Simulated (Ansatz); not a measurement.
# C5H8O: the cost of one run

Computed with Ansatz 0.2.0, Gaussian basis. Level: the settings change from run to run.

### Step 1. The molecule

An earlier PBE0-D4 in a triple-zeta def2 set relaxation fixed the geometry.

SMILES `CC(=O)C1CC1`, 14 atoms, charge 0, spin multiplicity 1.

Atoms are counted from 1 here; the program's logs count them from 0.

Bond lengths: C1–C2 1.503 Å, C1–H7 1.088 Å, C1–H8 1.094 Å, C1–H9 1.094 Å, C2–O3 1.210 Å, C2–C4 1.484 Å, C4–C5 1.511 Å, C4–C6 1.511 Å, C4–H10 1.083 Å, C5–C6 1.479 Å, C5–H11 1.082 Å, C5–H12 1.083 Å, C6–H13 1.083 Å, C6–H14 1.082 Å. Angles: C2–C1–H7 110.3°, C2–C1–H8 109.9°, C2–C1–H9 109.9°, H7–C1–H8 109.9°, H7–C1–H9 110.0°, H8–C1–H9 106.8°, C1–C2–O3 122.1°, C1–C2–C4 116.3°, O3–C2–C4 121.7°, C2–C4–C5 117.0°, C2–C4–C6 117.1°, C2–C4–H10 116.6°, C5–C4–C6 58.6°, C5–C4–H10 117.5°, C6–C4–H10 117.5°, C4–C5–C6 60.7°, C4–C5–H11 116.9°, C4–C5–H12 115.3° and more.

### Step 2. PBE-QIDH/aug-pcseg-2

Options: charge +1, multiplicity 2, atoms shaken by 0.03 Å.

The input, in.yaml:

```yaml
crystal:
  periodic: [false, false, false]
  atoms:
    - {symbol: C, position_ang: [0.360569, -0.235249, 2.108576]}
    - {symbol: C, position_ang: [-0.071948, -0.648908, 0.738376]}
    - {symbol: O, position_ang: [-0.416968, -1.746654, 0.460683]}
    - {symbol: C, position_ang: [0.085799, 0.467087, -0.327528]}
    - {symbol: C, position_ang: [0.480307, -0.017815, -1.706216]}
    - {symbol: C, position_ang: [-0.949516, 0.417263, -1.418255]}
    - {symbol: H, position_ang: [0.241111, -1.023498, 2.852774]}
    - {symbol: H, position_ang: [-0.192663, 0.601790, 2.532008]}
    - {symbol: H, position_ang: [1.407878, 0.110705, 2.133289]}
    - {symbol: H, position_ang: [0.459332, 1.429774, -0.015085]}
    - {symbol: H, position_ang: [1.149716, 0.658003, -2.265600]}
    - {symbol: H, position_ang: [0.612713, -1.042851, -1.856768]}
    - {symbol: H, position_ang: [-1.702542, -0.349122, -1.336663]}
    - {symbol: H, position_ang: [-1.271514, 1.396829, -1.791140]}
basis:
  gaussian: {orbitals: aug-pcseg-2}
total_charge: 1
magnetization: {spin_polarized: true, initial_magnetization: 1}
hamiltonian: {xc: {name: PBE-QIDH}}
```

On the command line:

```bash
$ ansatz run in.yaml --threads 4 --pin off --events-out ev --progress --plain --max-ram 10444MiB
```

**Question.** How long does this run take on 4 threads of Intel Xeon Platinum 8488C, shared host, and how much memory does it need?

About 34 s, with a peak of 3 GiB.
